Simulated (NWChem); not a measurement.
Species: formamide (CH$_{3}$NO); SMILES O=CN

```xyz
6

N     -0.1838     1.0729     0.0000
C      0.3844    -0.1567     0.0000
O     -0.2170    -1.2023     0.0000
H     -1.1937     1.1499     0.0000
H      0.3750     1.9139     0.0000
H      1.5020    -0.1003     0.0000
```
Atoms are numbered in this order, from 1.

Coordinates come from a PBE0/def2-SVP optimisation.

 Unshifted, non-relativistic core excitations; the lowest 4 roots alone, so stronger bands may lie above.

Q: List the first C K-edge excitations from BHandHLYP/cc-pVTZ, restricted-window TDA (NWChem).

A: 
| state | energy (eV) | dipole oscillator strength | leading excitation (squared amplitude) |
|---|---|---|---|
| S1 | 284.9 | 0.0805 | 1s of atom 2 or its equivalents → LUMO+1 (0.93) |
| S2 | 288.8 | 0.0303 | 1s of atom 2 or its equivalents → LUMO+2 (0.46) |
| S3 | 290.0 | 0.0040 | 1s of atom 2 or its equivalents → LUMO (0.58) |
| S4 | 291.6 | 0.0008 | 1s of atom 2 or its equivalents → LUMO+3 (0.83) |
